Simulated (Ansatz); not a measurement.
# SiH₅O radical (built from SMILES O[SiH3].[H]): a reaction path by the nudged elastic band

Computed with Ansatz 0.2.0, Gaussian basis. Level: PBE0-D4/def2-SVP, unrestricted.

**1. The system as given**

The first end: 7 atoms, charge 0, spin multiplicity 2.

Atoms are counted from 1 here; the program's logs count them from 0.

Bond lengths: H1–O2 0.958 Å, O2–Si3 1.648 Å, Si3–H5 1.489 Å, Si3–H6 1.481 Å, Si3–H7 1.489 Å. Angles: H1–O2–Si3 117.6°, O2–Si3–H5 111.7°, O2–Si3–H6 105.9°, O2–Si3–H7 111.7°, H5–Si3–H6 109.8°, H5–Si3–H7 107.8°, H6–Si3–H7 109.8°.

Coordinates:

```xyz
7

H    -0.62967   -1.51123   -0.05072
O    -0.22952   -1.08326    0.70699
Si    0.33493    0.45186    0.50714
H    -1.01402   -0.61785   -2.55896
H    -0.75031    1.39037    0.10862
H     0.88987    0.85345    1.81976
H     1.39881    0.51667   -0.53273
```

The second end:

```xyz
7
charge 0, multiplicity 2
H    -1.0454   -1.5131   -1.4437
O    -0.1468   -0.9702    0.8303
Si    0.4304    0.5747    0.6601
H    -1.0784   -1.1257   -2.0825
H    -0.6391    1.5479    0.3220
H     0.9428    0.8229    2.0405
H     1.5366    0.6636   -0.3267
```

**2. The band at PBE0-D4/def2-SVP**

The input, neb/in.yaml:

```yaml
crystal:
  periodic: [false, false, false]
  atoms:
    - {symbol: H, position_ang: [-0.629666, -1.511225, -0.050721]}
    - {symbol: O, position_ang: [-0.229517, -1.083265, 0.706993]}
    - {symbol: Si, position_ang: [0.334931, 0.451857, 0.507143]}
    - {symbol: H, position_ang: [-1.014024, -0.617850, -2.558958]}
    - {symbol: H, position_ang: [-0.750310, 1.390374, 0.108618]}
    - {symbol: H, position_ang: [0.889875, 0.853445, 1.819761]}
    - {symbol: H, position_ang: [1.398812, 0.516665, -0.532735]}
basis:
  gaussian: {orbitals: def2-SVP}
magnetization: {spin_polarized: true, initial_magnetization: 1}
hamiltonian: {xc: pbe0, dispersion: d4}
neb:
  images: 5
  climbing: true
  max_iterations: 40
  initial_path: idpp
  final_atoms:
    - {symbol: H, position_ang: [-1.045417, -1.513126, -1.443679]}
    - {symbol: O, position_ang: [-0.146811, -0.970248, 0.830330]}
    - {symbol: Si, position_ang: [0.430375, 0.574668, 0.660060]}
    - {symbol: H, position_ang: [-1.078387, -1.125711, -2.082451]}
    - {symbol: H, position_ang: [-0.639099, 1.547950, 0.321988]}
    - {symbol: H, position_ang: [0.942805, 0.822865, 2.040517]}
    - {symbol: H, position_ang: [1.536633, 0.663601, -0.326665]}
```

Launch:

```sh
$ ansatz run in.yaml --threads 2 --pin off --events-out ev --progress --plain --max-ram 4352MiB
```

**Question.** How long does this run take on 2 threads of Intel Xeon Platinum 8488C, shared host?

About 99 s.
